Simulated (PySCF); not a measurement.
ethane (C2H6), SMILES CC. Geometry optimised at r2SCAN-D4/def2-TZVP.

Calculation: r2SCAN-D4/def2-TZVP (PySCF).

Harmonic wavenumbers (cm⁻¹): 316, 824, 824, 1009, 1218, 1218, 1398, 1412, 1500, 1500, 1501, 1501, 3031, 3033, 3088, 3088, 3115, 3115. Rotational constants (GHz): 80.68, 20.06, 20.06; symmetry number 6.

Question: Work out the zero-point energy and the ideal-gas rigid-rotor harmonic-oscillator thermochemistry at 298.15 K and 1 atm.

Answer: ZPE = ½ Σ hcν = ½ × 32693 cm⁻¹ = 195.55 kJ/mol. H − E(el) = 207.16 kJ/mol. Entropy in J/(mol K): translation 151.19, rotation 68.08, vibration 8.18, total 227.46. G − E(el) = 139.34 kJ/mol. Cp = 50.53 J/(mol K).
